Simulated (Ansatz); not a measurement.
Start from `OCOC(F)F` and change one atom or group to get `CC(F)OCO`.

Ansatz, PBE0-D4/def2-TZVP geometries, multiplicity 1. Each molecule was computed in one conformer, which needn't be the lowest.

```json
{"property": "LUMO energy (PBE0/def2-TZVPP) / eV", "`OCOC(F)F`": "0.77"}
{"property": "LUMO energy (PBE/def2-TZVPP) / eV", "`OCOC(F)F`": "-0.12"}
{"property": "size of the dipole moment (B3LYP/def2-TZVPP) / D", "`OCOC(F)F`": "2.52"}
{"property": "HOMO energy (B3LYP/def2-TZVPP) / eV", "`OCOC(F)F`": "-8.94"}
{"property": "HOMO energy (PBE0/def2-TZVPP) / eV", "`OCOC(F)F`": "-9.20"}
{"property": "LUMO energy (B3LYP/def2-TZVPP) / eV", "`OCOC(F)F`": "0.36"}
```

**Question.** Give the same properties after the change, and the shifts. (Estimate.)

**Answer.** Computed: 
```
                                        property  `CC(F)OCO`  shift
              LUMO energy (PBE0/def2-TZVPP) / eV        0.99   0.22
               LUMO energy (PBE/def2-TZVPP) / eV        0.10   0.22
size of the dipole moment (B3LYP/def2-TZVPP) / D        1.97  -0.55
             HOMO energy (B3LYP/def2-TZVPP) / eV       -8.39   0.55
              HOMO energy (PBE0/def2-TZVPP) / eV       -8.64   0.56
             LUMO energy (B3LYP/def2-TZVPP) / eV        0.59   0.23
```

With PBE0 the HOMO rises by 0.56 eV and the LUMO rises by 0.22 eV, so the gap narrows by about 0.34 eV. PBE moves the HOMO by 0.50 eV and ωB97M-V by 0.57 eV. Dipoles are sizes alone; their direction can turn.

Positive LUMOs are unbound, so they and the gaps depend on the basis.

B3LYP here is the variant with VWN-RPA as its local correlation; programs differ in this.
